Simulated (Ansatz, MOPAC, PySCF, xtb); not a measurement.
Isomers of C3H4: 1 is CC#C, 2 is C=C=C; one conformer of each (the lowest of an xTB search), B3LYP-D3(BJ)/def2-TZVP minima.
Isomer 1 (charge 0, multiplicity 1):
```json
[
 {"atom": "C", "x (Å)": "1.6941", "y (Å)": "0.1398", "z (Å)": "-0.1043"},
 {"atom": "C", "x (Å)": "0.5009", "y (Å)": "0.0413", "z (Å)": "-0.0309"},
 {"atom": "C", "x (Å)": "-0.9455", "y (Å)": "-0.0780", "z (Å)": "0.0582"},
 {"atom": "H", "x (Å)": "2.7504", "y (Å)": "0.2270", "z (Å)": "-0.1694"},
 {"atom": "H", "x (Å)": "-1.4378", "y (Å)": "0.6988", "z (Å)": "-0.5303"},
 {"atom": "H", "x (Å)": "-1.2805", "y (Å)": "-1.0476", "z (Å)": "-0.3158"},
 {"atom": "H", "x (Å)": "-1.2816", "y (Å)": "0.0187", "z (Å)": "1.0925"}
]
```
Isomer 2 (charge 0, multiplicity 1):
```xyz
7

C     -1.300     0.001     0.006
C      0.000     0.000     0.000
C      1.300    -0.001    -0.006
H     -1.859     0.499     0.789
H     -1.867    -0.497    -0.773
H      1.865    -0.782     0.490
H      1.861     0.780    -0.506
```

No zero-point or thermal terms.

Frozen-core correlation. Rows in 6-31G* carry no dispersion term and start afresh at each structure (6-31G* with six Cartesian d functions). MP2/6-31G* freezes PySCF's default core. The state that AM1, PM7 reach isn't checked; PM7 holds dispersion and hydrogen-bond terms.

Codes used: Ansatz (an electronic-structure program) with Gaussian orbitals; MOPAC for AM1, PM7 (differences of heats of formation); PySCF for 6-31G* rows, the dispersion terms; xtb for the GFN methods. 

| level | electronic energy of isomer 2 less that of isomer 1 (kcal/mol) |
|---|---|
| AM1 | 1.74 |
| PM7 | -4.89 |
| GFN2-xTB | 4.87 |
| B97M-V/def2-TZVPP | -2.64 |
| BHLYP-D4/def2-TZVPP | -0.64 |
| M06-2X/6-31G* | -0.10 |
| CAM-B3LYP-D3(BJ)/def2-TZVPP | -0.84 |
| MP2/6-31G* | 4.56 |
| SCS-MP2/cc-pVDZ | [?] |

Q: Complete the blanks.

A: 
- SCS-MP2/cc-pVDZ, electronic energy of isomer 2 less that of isomer 1 (kcal/mol): 3.64
